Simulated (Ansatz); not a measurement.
`N=CCO` and `CC=N` differ in one atom or group.

Ansatz, PBE0-D4/def2-TZVP geometries, multiplicity 1. Each molecule was computed in one conformer, which needn't be the lowest.

| property | `N=CCO` |
| --- | --- |
| HOMO–LUMO gap (PBE0/def2-TZVPP) / eV | 7.40 |
| HOMO–LUMO gap (B3LYP/def2-TZVPP) / eV | 6.87 |
| HOMO energy (B3LYP/def2-TZVPP) / eV | -7.57 |
| zero-point energy (PBE0-D4/def2-TZVP) / kJ/mol | 195.5 |
| size of the dipole moment (B3LYP/def2-TZVPP) / D | 3.14 |
| size of the dipole moment (PBE/def2-TZVPP) / D | 2.96 |

Question: What does the change do to each property? (An estimate is asked.)

Answer: Computed: 
```tsv
property	`CC=N`	shift
HOMO–LUMO gap (PBE0/def2-TZVPP) / eV	7.58	0.18
HOMO–LUMO gap (B3LYP/def2-TZVPP) / eV	7.07	0.20
HOMO energy (B3LYP/def2-TZVPP) / eV	-7.33	0.24
zero-point energy (PBE0-D4/def2-TZVP) / kJ/mol	180.3	-15.2
size of the dipole moment (B3LYP/def2-TZVPP) / D	2.53	-0.61
size of the dipole moment (PBE/def2-TZVPP) / D	2.46	-0.50
```

With PBE0 the HOMO rises by 0.26 eV and the LUMO rises by 0.45 eV, so the gap widens by about 0.19 eV. PBE moves the HOMO by 0.16 eV and ωB97M-V by 0.27 eV. The zero-point energy changes by -15.2 kJ/mol with -3 modes. Dipoles are sizes alone; their direction can turn.

B3LYP here is the variant with VWN-RPA as its local correlation; programs differ in this.
